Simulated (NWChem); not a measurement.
## Extrapolating the CCSD correlation energy of FLi

SMILES: [Li][F]
```xyz
2

Li     0.0000     0.0000    -1.1467
F      0.0000     0.0000     0.3822
```
Charge 0, spin multiplicity 1.

The numbers come from NWChem runs, not from measurements. All single points use one geometry, from B3LYP/def2-SVP, a minimum by its harmonic frequencies.

The correlated methods keep 1 core orbital frozen. The structure started from a generated list of species. Coupled-cluster values serve here as a point of comparison, not as the truth.

Worked example. The CCSD correlation energy is -290.39 mHa in cc-pVTZ and -319.57 mHa in cc-pVQZ. The form E(X) = E∞ + A/X³ turns the pair into an estimate of the basis-set limit.

E∞ = (4³·(-319.57) − 3³·(-290.39))/(4³ − 3³) = -340.9 mHa. The larger basis holds 94 % of that. This is a two-point estimate.
